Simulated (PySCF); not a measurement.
# Frontier orbitals and the lowest excitations

Species: H7NPSi (charge +1).
Cartesian coordinates in Å at the PBE0-D3(BJ)/def2-SVP level; atoms count from 1:
```
atom  x, y, z in Å
N1    -1.7192   -0.6878   -0.0278
Si2   -0.7137    0.6432   -0.2451
P3     1.5438   -0.0067    0.1859
H4    -1.9946   -1.3098   -0.7811
H5    -2.1744   -0.9095    0.8520
H6    -0.5582    1.0701   -1.6538
H7    -0.8416    1.6925    0.7912
H8     2.0585   -0.9498   -0.7324
H9     1.7304   -0.6247    1.4430
H10    2.4974    1.0382    0.1722
```

Level of theory: PySCF, TDDFT CAM-B3LYP/def2-SVPD, vertical, gas phase, core orbitals frozen in the response.

Kohn–Sham orbitals with the atoms that hold most of them (Löwdin shares over 4%, at most four atoms; ? is withheld):

| orbital | ε (eV) | atoms |
| --- | --- | --- |
| LUMO+2 | -3.74 | P3 29%, Si2 23%, H9 14%, H10 11% |
| LUMO+1 | -3.82 | P3 42%, H8 19%, Si2 16%, H7 8% |
| LUMO | -4.15 | ? |
| HOMO | -14.00 | ? |
| HOMO-1 | -16.43 | Si2 40%, H6 24%, H7 23%, N1 6% |
| HOMO-2 | -16.62 | P3 31%, Si2 27%, N1 14%, H7 8% |
| HOMO-3 | -18.14 | N1 34%, Si2 23%, P3 15%, H10 8% |

**Question.** Give the leading atoms of the HOMO.

**Answer.** N1 (bonded to Si and 2 H) 60%; P3 (bonded to Si and 3 H) 12%; Si2 (bonded to N, P and 2 H) 11%; H5 (bonded to N) 5%.

**Question.** Which atoms hold the LUMO, and with what shares?

**Answer.** P3 (bonded to Si and 3 H) 36%; Si2 (bonded to N, P and 2 H) 22%; H10 (bonded to P) 8%; N1 (bonded to Si and 2 H) 7%.

**Question.** How does S1 compare with the orbital gap of 9.85 eV?

**Answer.** S1 is at 6.40 eV (f = 0.0075), 3.45 eV below the gap, made of HOMO→LUMO (96%). Without the coupling terms of the response equations the lowest excitation would equal the gap.

**Question.** Give energy, strength and leading configuration of S1, S2 and S8, and follow the Löwdin shares of the leading atoms from the occupied to the empty orbital.

**Answer.** 
- S1 (6.40 eV, f 0.0075), HOMO→LUMO (96%): N1 60% → 7%, P3 12% → 36%, Si2 11% → 22%
- S2 (7.06 eV, f 0.017), HOMO→LUMO+1 (89%): N1 60% → at most 9%, P3 12% → 42%, H8 at most 6% → 19%
- S8 (8.74 eV, f 0.0077), HOMO-1→LUMO (91%): Si2 40% → 22%, H6 24% → at most 8%, P3 at most 6% → 36%

One conformer stands for the species.
